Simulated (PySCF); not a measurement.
Gas-phase reaction: Si2H6 + 2 C2H3 (vinyl) → 2 (CH3)2Si

Method: PySCF energies plus ideal-gas RRHO corrections (1 bar). † marks an energy on the PBE0/def2-TZVP geometry and frequencies; other levels use their own. 6-31G* has spherical d functions here. Open shells (unrestricted): C2H3 (vinyl) (multiplicity 2); the rest are closed-shell singlets. B3LYP is the form with VWN-RPA correlation. No R ln 2 is added for the mirror-image form of (CH3)2Si. (CH3)2Si: computed as isolated molecules; such fragments, hydroxides, amides, oligomers or adducts are transient or little studied in the gas. The harmonic model lacks anharmonicity and excited electronic states, which grow with temperature; levels with a mode under 35 cm⁻¹ are left out. Internal rotation in Si2H6, (CH3)2Si is treated as a harmonic vibration of one conformer, which makes the entropy rough.

```tsv
level	ΔE electronic, kJ	ΔH°(298 K), kJ	ΔS°(298 K), J/K	ΔG°(1400 K), kJ
B3LYP/6-31G*	-409	-358	-141	-157
PBE0/def2-QZVP†	-418	-368	-147	-161
PBE0/def2-TZVP	-413	-364	-147	-157
r2SCAN/def2-TZVP†	-375	-326	-147	-118
ωB97M-V/def2-TZVP†	-449	-399	-147	-192
```
ΔH° is lowest at ωB97M-V/def2-TZVP† and highest at r2SCAN/def2-TZVP†. No reference value is set beside these.
